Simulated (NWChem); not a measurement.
## Ionisation of HLi

```xyz
2

Li     0.0000     0.0000     0.3994
H      0.0000     0.0000    -1.1982
```
Charge 0, spin multiplicity 1.

The numbers come from NWChem runs, not from measurements. The geometry was optimised at PBE0/def2-SVP, a minimum by its harmonic frequencies.

Basis set: def2-TZVP. −ε marks an orbital energy of the parent.

The structure started from a generated list of species.

### Question
For the first vertical ionisation energy, −ε(HOMO) of PBE0 gives 5.47 eV and −ε(HOMO) of PBE gives 4.39 eV. What do −ε(HOMO) of HF, −ε(HOMO) of TPSS, G0W0@PBE give?

### Answer
−ε(HOMO) of HF: 8.22 eV; −ε(HOMO) of TPSS: 4.53 eV; G0W0@PBE: 6.46 eV.
